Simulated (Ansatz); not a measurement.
# BNH (sextet): wave-function methods side by side, def2-QZVPP

One table from this session's results is given with a row withheld; the runs are named, their logs left out.

The runs use Ansatz 0.2.0, Gaussian basis; def2-QZVPP, core rule «outside noble gas», up to 2 orbitals frozen.

The runs, in order: UHF; ROHF; CCSD(T) on UHF.

## The system

The geometry is a PBE0/def2-TZVP stationary point (not a proven minimum) of the parent state, kept for this charge and spin.

3 atoms, charge 0, spin multiplicity 6.

Atoms are counted from 1 here; the program's logs count them from 0.

Bond lengths: B1–N2 1.465 Å, N2–H3 1.030 Å. Angles: B1–N2–H3 111.7°.

Geometry (Å):

```xyz
3

B     0.0000    0.0798    0.8638
N     0.0000   -0.1176   -0.5879
H     0.0000    0.7790   -1.0947
```

Set-up of the first run:

Contents of in.yaml:

```yaml
crystal:
  periodic: [false, false, false]
  atoms:
    - {symbol: B, position_ang: [0.000000, 0.079752, 0.863775]}
    - {symbol: N, position_ang: [0.000000, -0.117617, -0.587927]}
    - {symbol: H, position_ang: [0.000000, 0.779045, -1.094669]}
basis:
  gaussian: {orbitals: "def2-QZVPP.json"}
magnetization: {spin_polarized: true, initial_magnetization: 5}
hamiltonian: {xc: hf}
output: {orbitals: {seedname: orbitals}}
```

The run is started by

```bash
$ ansatz run in.yaml --threads 1 --pin off --events-out ev --progress --plain --max-ram 2393MiB
```

Steps of the session up to this table: UHF; ROHF; CCSD(T) on UHF.

One table of the session follows, with a row left open; its other results are not shown here.

| method | from UCCSD(T) (meV) |
| --- | --- |
| ROHF | +5703.9 |
| UHF | ? |
| UMP2 | +771.1 |
| UCCSD | +157.5 |
| UCCSD(T) | 0 |

Estimate the missing values for UHF.

The run gave: from UCCSD(T) (meV): +5558.8. In the column «from UCCSD(T) (meV)» it lies between UMP2 (+771.1) and ROHF (+5703.9).
